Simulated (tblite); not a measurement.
# CNO2S: the cost of one run

Computed with tblite 0.8.0 and PySCF 2.14.0; each step states its level. No surroundings beyond the atoms listed, unless a continuum is named. Atoms count from 0, parts from 1.

### 1 The system as given

5 atoms, charge -1, multiplicity 1; geometry: rigid parts in contact. Parts: 1 = atoms 0–2, `O=S=O`, charge 0; 2 = atoms 3–4, `[C-]#N`, charge -1.

### 2 Docking the parts with GFN2-xTB

The job: settings as JSON, then the geometry in Å.

```
{"job": {"kind": "dock", "xc": "GFN2-xTB", "basis": "xTB"}, "charge": -1, "multiplicity": 1, "parts": [{"atoms": "0-2", "charge": 0, "multiplicity": 1}, {"atoms": "3-4", "charge": -1, "multiplicity": 1}]}
O      1.136434     0.494114    -0.114051
S      0.107925    -0.480143     0.109471
O     -1.244359    -0.013972     0.004580
C      1.476001    -1.807378     2.528379
N      1.185876    -1.139438     3.482323
```

With the program's defaults for keys left out, this is: GFN2-xTB search for minima from random contacts, gas phase.

Command:

```sh
OMP_NUM_THREADS=1 python cluster_run.py task.json out
```

This one command runs all jobs of the session in turn.

**Question.** How long does this first job take on 1 thread of AMD EPYC 7R43, shared host?

About 6.5 s.
